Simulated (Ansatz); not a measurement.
# CH5FSi (built from SMILES C[SiH2]F): a reaction path by the nudged elastic band

The runs use Ansatz 0.2.0, Gaussian basis; PBE0-D4/def2-SVP.

## Step 1: Starting geometry

The first end: 8 atoms, charge 0, spin multiplicity 1.

Atoms are counted from 1 here; the program's logs count them from 0.

Bond lengths: Si1–F2 1.604 Å, Si1–C3 1.853 Å, Si1–H5 1.485 Å, Si1–H6 1.485 Å, C3–H4 1.092 Å, C3–H7 1.094 Å, C3–H8 1.092 Å. Angles: F2–Si1–C3 109.4°, F2–Si1–H5 107.3°, F2–Si1–H6 107.3°, C3–Si1–H5 111.5°, C3–Si1–H6 111.5°, H5–Si1–H6 109.7°, Si1–C3–H4 111.1°, Si1–C3–H7 110.0°, Si1–C3–H8 111.1°, H4–C3–H7 108.1°, H4–C3–H8 108.4°, H7–C3–H8 108.1°.

As a file:

```mol
CH5FSi
  3D, bonds by distance, orders not assigned

  8  7  0  0  0  0  0  0  0  0999 V2000
   -0.7469   -0.4407   -0.0593 Si  0  0
   -0.3919   -1.9912   -0.2675 F   0  0
    0.8215    0.5379    0.0723 C   0  0
    1.4226    0.4410   -0.8345 H   0  0
   -1.5584   -0.0135   -1.2271 H   0  0
   -1.5586   -0.3366    1.1797 H   0  0
    0.5896    1.5973    0.2143 H   0  0
    1.4222    0.2057    0.9220 H   0  0
  1  2  8  0
  1  3  8  0
  1  5  8  0
  1  6  8  0
  3  4  8  0
  3  7  8  0
  3  8  8  0
M  END
```

The second end:

```xyz
8
charge 0, multiplicity 1
Si   -1.10439    0.23138    0.33424
F     1.23373   -1.80584   -1.10604
C     0.51704    0.74608    0.24859
H     0.94321   -1.02008   -0.67636
H    -2.07283    0.48905   -0.74989
H    -1.62013   -0.56897    1.46253
H     0.88512    1.35336   -0.57110
H     1.21836    0.57491    1.05793
```

## Step 2: The band at PBE0-D4/def2-SVP

Contents of neb/in.yaml:

```yaml
crystal:
  periodic: [false, false, false]
  atoms:
    - {symbol: Si, position_ang: [-0.746910, -0.440702, -0.059300]}
    - {symbol: F, position_ang: [-0.391900, -1.991230, -0.267459]}
    - {symbol: C, position_ang: [0.821497, 0.537858, 0.072340]}
    - {symbol: H, position_ang: [1.422648, 0.441027, -0.834507]}
    - {symbol: H, position_ang: [-1.558397, -0.013459, -1.227105]}
    - {symbol: H, position_ang: [-1.558614, -0.336577, 1.179671]}
    - {symbol: H, position_ang: [0.589603, 1.597332, 0.214270]}
    - {symbol: H, position_ang: [1.422175, 0.205652, 0.921989]}
basis:
  gaussian: {orbitals: def2-SVP}
hamiltonian: {xc: pbe0, dispersion: d4}
neb:
  images: 5
  climbing: true
  max_iterations: 40
  initial_path: idpp
  final_atoms:
    - {symbol: Si, position_ang: [-1.104386, 0.231384, 0.334243]}
    - {symbol: F, position_ang: [1.233726, -1.805837, -1.106042]}
    - {symbol: C, position_ang: [0.517042, 0.746082, 0.248590]}
    - {symbol: H, position_ang: [0.943208, -1.020079, -0.676357]}
    - {symbol: H, position_ang: [-2.072834, 0.489047, -0.749891]}
    - {symbol: H, position_ang: [-1.620131, -0.568967, 1.462532]}
    - {symbol: H, position_ang: [0.885116, 1.353364, -0.571104]}
    - {symbol: H, position_ang: [1.218360, 0.574907, 1.057929]}
```

Launch:

```
$ ansatz run in.yaml --threads 2 --pin off --events-out ev --progress --plain --max-ram 4352MiB
```

**Question.** How long does this run take on 2 threads of Intel Xeon 6975P-C, shared host?

About 60 s.
